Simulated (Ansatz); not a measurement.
# Te3: the cost of one run

The runs use Ansatz 0.2.0, Gaussian basis; the settings change from run to run.

1 further run of the same task is left out (set aside as unsound or not needed).

### 1 The molecule

An earlier PBE0-D4/def2-SVPD relaxation fixed the geometry. Te takes a core potential in def2 sets; no spin-orbit term is included.

3 atoms, charge -1, spin multiplicity 2.

Atoms are counted from 1 here; the program's logs count them from 0.

Bond lengths: Te1–Te3 2.675 Å, Te2–Te3 2.675 Å. Angles: Te1–Te3–Te2 113.8°.

### 2 PBE0/def2-TZVPD

Set apart from the defaults: charge -2, multiplicity 1, D3(BJ) with three-body dispersion.

The input, in.yaml:

```yaml
crystal:
  periodic: [false, false, false]
  atoms:
    - {symbol: Te, position_ang: [2.185164, -0.573320, 0.389655]}
    - {symbol: Te, position_ang: [-1.704040, 1.351070, -0.725498]}
    - {symbol: Te, position_ang: [-0.481125, -0.777750, 0.335843]}
basis:
  gaussian: {orbitals: def2-TZVPD}
total_charge: -2
hamiltonian: {xc: {name: PBE0}, dispersion: d3bjatm}
```

Command:

```console
> ansatz run in.yaml --threads 4 --pin off --events-out ev --progress --plain --max-ram 3916MiB
```

Q: Estimate wall time and peak memory on 4 threads of Arm Neoverse V2, shared host.

About 7 s, with a peak of 0.55 GiB.
